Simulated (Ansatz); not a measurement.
# C2H2FNO2: how energies converge with the basis set

The task here is to estimate one member of a computed series from the others.

Method: one geometry, several basis sets; program: Ansatz 0.2.0, Gaussian basis.

Levels to be run: PBE0-D4/def2-SVP; ωB97M-V/def2-SVP; PBE0-D4/def2-QZVPP; ωB97M-V/def2-QZVPP; the functionals' def2-TZVPP values are taken from earlier runs.

**The geometry**

All runs share one geometry, relaxed beforehand with PBE0-D4 in a triple-zeta def2 set.

SMILES `OC1=NC(F)O1`, 8 atoms, charge 0, spin multiplicity 1.

Atoms are counted from 1 here; the program's logs count them from 0.

Bond lengths: O1–C2 1.304 Å, O1–H7 0.966 Å, C2–N3 1.285 Å, C2–O6 1.344 Å, N3–C4 1.446 Å, C4–F5 1.331 Å, C4–O6 1.474 Å, C4–H8 1.091 Å. Angles: C2–O1–H7 108.3°, O1–C2–N3 134.3°, O1–C2–O6 120.2°, N3–C2–O6 105.4°, C2–N3–C4 83.0°, N3–C4–F5 116.0°, N3–C4–O6 91.5°, N3–C4–H8 116.7°, F5–C4–O6 110.9°, F5–C4–H8 110.1°, O6–C4–H8 110.2°, C2–O6–C4 80.0°.

The first run:

in.yaml

```yaml
crystal:
  periodic: [false, false, false]
  atoms:
    - {symbol: O, position_ang: [1.541629, 0.732032, 1.015018]}
    - {symbol: C, position_ang: [0.549116, 0.218810, 0.343234]}
    - {symbol: N, position_ang: [0.458948, -0.482349, -0.729978]}
    - {symbol: C, position_ang: [-0.960463, -0.318616, -0.506728]}
    - {symbol: F, position_ang: [-1.644682, -1.433907, -0.262278]}
    - {symbol: O, position_ang: [-0.717344, 0.432622, 0.737572]}
    - {symbol: H, position_ang: [2.365041, 0.491602, 0.570109]}
    - {symbol: H, position_ang: [-1.499945, 0.302705, -1.222650]}
basis:
  gaussian: {orbitals: def2-SVP}
hamiltonian: {xc: pbe0, dispersion: d4}
output: {orbitals: {seedname: orbitals}}
```

The run is started by

```sh
ansatz run in.yaml --threads 4 --pin off --events-out ev --progress --plain --max-ram 10444MiB
```

Steps of the session up to this table: PBE0-D4 in def2-SVP; ωB97M-V in def2-SVP; PBE0-D4 in def2-QZVPP; ωB97M-V in def2-QZVPP.

One of the session's tables, all rows but one given; the rest of the session is left out.

It belongs to the step «Functionals by basis». 

```
functional       basis  HOMO (eV)  LUMO (eV)
   PBE0-D4    def2-SVP      -8.03       0.73
   PBE0-D4  def2-TZVPP      -8.19       0.50
   PBE0-D4  def2-QZVPP      -8.24       0.15
   ωB97M-V    def2-SVP     -10.34       2.79
   ωB97M-V  def2-TZVPP          ?          ?
   ωB97M-V  def2-QZVPP     -10.59       1.36
```

Estimate the missing values for ωB97M-V, def2-TZVPP.

The run gave: HOMO (eV): -10.53; LUMO (eV): 1.95. In the column «HOMO (eV)» it lies between ωB97M-V, def2-QZVPP (-10.59) and ωB97M-V, def2-SVP (-10.34).
